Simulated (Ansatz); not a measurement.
Input file:

```yaml
crystal:
  periodic: [false, false, false]
  atoms:
    - {symbol: Al, position_ang: [0.000000, 1.074473, 1.436120]}
    - {symbol: Ge, position_ang: [0.000000, 0.113115, -0.885814]}
    - {symbol: Si, position_ang: [0.000000, -1.324798, 0.911389]}
basis:
  gaussian: {orbitals: cc-pVTZ}
magnetization: {spin_polarized: true, initial_magnetization: 1}
hamiltonian: {xc: {name: r2SCAN}}
output: {forces: true}
```

```sh
$ ansatz run in.yaml --threads 2 --pin off --events-out ev --progress --plain --max-ram 16896MiB --backend cuda --devices 0, --max-vram 18GiB
```

(1) Roughly how long does this take on 2 threads of AMD EPYC 7R13 with a shared H100 80 GB, shared host, and how much host memory?

```
905 factors; their error is unknown
mean field evaluation 1: about -70987.2034 eV, gradient 1.8e1 eV
mean field evaluation 2: about -70962.3550 eV, gradient 4.9e1 eV
mean field evaluation 4: about -70989.6311 eV, gradient 8.7e0 eV
mean field evaluation 8: about -70990.4113 eV, gradient 3.6e-1 eV
mean field evaluation 16: about -70990.4352 eV, gradient 3.9e-3 eV
mean field evaluation 32: about -70990.1139 eV, gradient 1.3e0 eV
mean field evaluation 64: about -70990.4012 eV, gradient 1.0e-3 eV
mean field evaluation 96: about -70987.6861 eV, gradient 7.4e0 eV
mean field evaluation 128: about -70989.1857 eV, gradient 4.2e0 eV
mean field -70990.40671834 eV, -2608.8493278730 hartree, gradient 3.9e-6 eV, S^2 1.051754; 10 other end points of the search recorded, 0 dependent functions left out
the calculation of the forces begins
reference -70990.40673132 eV, -2608.8493283502 hartree; 30, 29 occupied and 81, 82 virtual orbitals, 905 factors
Total energy: -70990.40673132 eV, -2608.8493283502 hartree
Atom 0 at     0.000000     1.074473     1.436120 Å, force    -0.000000    -0.200799     0.268368 eV/Å
Atom 1 at     0.000000     0.113115    -0.885814 Å, force    -0.000000    -0.527542     0.138288 eV/Å
Atom 2 at     0.000000    -1.324798     0.911389 Å, force    -0.000000     0.728341    -0.406656 eV/Å
Dipole moment:     0.000000     0.177052     0.134823 e Å
```

Forces (eV/Å):
```
Al   0.000 -0.201  0.268
Ge   0.000 -0.528  0.138
Si   0.000  0.728 -0.407
```

## Answers

(1) 8 s wall and 0.85 GiB.
